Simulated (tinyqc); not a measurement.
Inside a calculation. Method: MP2 on RHF in the sto-3g basis, for H2O, spin multiplicity 1. One step of it, computed by the program tinyqc.

Task: Orthogonalisation. S = U s U^T; canonical form X = U s^(-1/2), so that X^T S X = 1. Each column of U has its largest component positive (the first on a tie).

overlap S:
```
           1O 1s     1O 2s    1O 2px     1O 2py    1O 2pz     2H 1s      3H 1s
1O 1s   1.000000  0.236704  0.000000   0.000000  0.000000  0.053638   0.053638
1O 2s   0.236704  1.000000  0.000000   0.000000  0.000000  0.473061   0.473061
1O 2px  0.000000  0.000000  1.000000   0.000000  0.000000  0.000000   0.000000
1O 2py  0.000000  0.000000  0.000000   1.000000  0.000000  0.284621  -0.284621
1O 2pz  0.000000  0.000000  0.000000   0.000000  1.000000  0.270308   0.270308
2H 1s   0.053638  0.473061  0.000000   0.284621  0.270308  1.000000   0.299002
3H 1s   0.053638  0.473061  0.000000  -0.284621  0.270308  0.299002   1.000000
```

Give: eigenvalues of S; X.

Result:

eigenvalues of S: 0.3447  0.4211  0.8774  1.0000  1.1048  1.2799  1.9721

X:
```
              1        2        3       4        5        6       7
1O 1s   -0.3020   0.0000   0.7558  0.0000   0.6233   0.0000  0.1390
1O 2s    1.1687   0.0000  -0.3249  0.0000   0.3301   0.0000  0.4004
1O 2px   0.0000   0.0000   0.0000  1.0000   0.0000   0.0000  0.0000
1O 2py   0.0000  -0.8797   0.0000  0.0000   0.0000   0.7257  0.0000
1O 2pz   0.6055   0.0000   0.6479  0.0000  -0.6157   0.0000  0.2094
2H 1s   -0.7339   0.8946  -0.1470  0.0000  -0.1194   0.3568  0.3766
3H 1s   -0.7339  -0.8946  -0.1470  0.0000  -0.1194  -0.3568  0.3766
```
